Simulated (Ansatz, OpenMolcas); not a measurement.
Ansatz → OpenMolcas

This Ansatz 0.2.0 job computes doublet [BHO2]+:

input.yaml:
```yaml
crystal:
  periodic: [false, false, false]
  atoms:
    - {symbol: O, position_ang: [-1.555100, 0.523500, 0.428500]}
    - {symbol: B, position_ang: [-0.423900, 0.132000, 0.248600]}
    - {symbol: O, position_ang: [0.816700, -0.302000, 0.108600]}
    - {symbol: H, position_ang: [1.162300, -0.353500, -0.785700]}
basis:
  gaussian:
    orbitals: def2-TZVPP
total_charge: 1
magnetization:
  spin_polarized: true
  initial_magnetization: 1
hamiltonian:
  xc: {name: BLYP}
accuracy: high
output: {orbitals: {seedname: orbitals}}
```

```bash
$ ansatz run input.yaml --threads 1 --pin off --max-ram 3480MiB --events-out events.jsonl --progress --plain --runs-dir runs
```

Geometry: relaxed at PBE0-D4/def2-TZVP. That shape belongs to the parent species and isn't relaxed for this state.

It gives a total energy of -175.599154 Eh.

Problem. Translate the job to OpenMolcas 26.06 as an input file of the program's own.

Solution. This input was run:

test.inp:
```
&GATEWAY
  BasLib=$CurrDir
  BasisSet
  O.def2-TZVPP....
  O1 -1.555100 0.523500 0.428500 angstrom
  O3 0.816700 -0.302000 0.108600 angstrom
  End of Basis
  BasisSet
  B.def2-TZVPP....
  B2 -0.423900 0.132000 0.248600 angstrom
  End of Basis
  BasisSet
  H.def2-TZVPP....
  H4 1.162300 -0.353500 -0.785700 angstrom
  End of Basis

&SEWARD
  GridInput
  Grid=UltraFine
  End of Grid

&SCF
  UHF
  Charge=1
  Spin=2
  KSDFT=BLYP
  Thresholds=1e-10 1e-07 1e-07 1e-05
  PrOrbitals=0
```

```bash
$ export MOLCAS_MEM=1860
$ pymolcas test.inp > test.log
```

(Basis files named in the input come from the Basis Set Exchange and aren't shown.)

Its energy is -175.599154 Eh, the same as the first but for the last digit, at most.
